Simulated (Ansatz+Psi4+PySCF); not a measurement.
doublet C2H6(+): levels of theory in one basis

```yaml
atoms:
  - { symbol: C, position_ang: [-0.0065, 0.0075, 0.7609] }
  - { symbol: C, position_ang: [-0.0080, 0.0060, -0.7629] }
  - { symbol: H, position_ang: [-0.0044, 1.0176, 1.1661] }
  - { symbol: H, position_ang: [-0.8808, -0.4996, 1.1574] }
  - { symbol: H, position_ang: [0.8731, -0.5121, 1.1547] }
  - { symbol: H, position_ang: [-0.0002, -1.0260, -1.1643] }
  - { symbol: H, position_ang: [-0.8802, 0.5001, -1.1547] }
  - { symbol: H, position_ang: [0.8866, 0.5004, -1.1576] }
```

Basis set: cc-pVTZ (spherical functions). Correlated methods keep 2 orbitals frozen. Correlation on ROHF uses semicanonical orbitals with singles. Charge 1, multiplicity 2.

Computed with Ansatz (development build ahead of 0.2.0); each method stands on the lowest determinant of its kind that the runs found.

```tsv
method	E − E(ROHF) (eV)	<S²> of the determinant
ROHF	0.00	0.75
UHF	-0.12	0.76
ROHF-MP2	-8.94	–
UHF-MP2	-8.93	0.76
```

Q: Is a single determinant a sound starting point here?

A: Only with care. Unrestricted orbitals gain 0.12 eV and <S²> is 0.76 against 0.75 for a pure state, but several determinants compete.

Caution for ROHF-MP2, UHF-MP2: MP2 on this radical cation hangs on the determinant chosen; another reference gives a lower total. Caution for ROHF-MP2: a plain start can end on a higher determinant.
